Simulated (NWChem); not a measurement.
## NWChem timings: CHP (methylidynephosphane)

CHP: 3 atoms, total charge 0, spin state singlet. SMILES: `C#P`. The shape is that of a GFN2-xTB optimisation. The run starts from this shape.

| atom | x (Å) | y (Å) | z (Å) |
| --- | --- | --- | --- |
| C | -0.8373 | 0.3725 | -0.4167 |
| P | 0.4491 | -0.2000 | 0.2239 |
| H | -1.7123 | 0.7655 | -0.8581 |

Program: NWChem 7.3.0. Hardware: 1 thread of Intel Xeon 6975P-C (Granite Rapids), shared host, so times are rough. Two-electron integrals are exact unless an approximation is named.

Estimate their order by wall time, quickest first.
A. energy at TPSSh/x2c-SVPall (ZORA, density fitting with weigend coulomb fitting), grid coarse
B. an optimisation at revPBE-D3(BJ)/def2-SVP (density fitting), grid coarse
C. energy at CASSCF(6,6)/6-311+G*, no orbitals frozen

A (1.8 s), B (5.1 s), C (16 s).
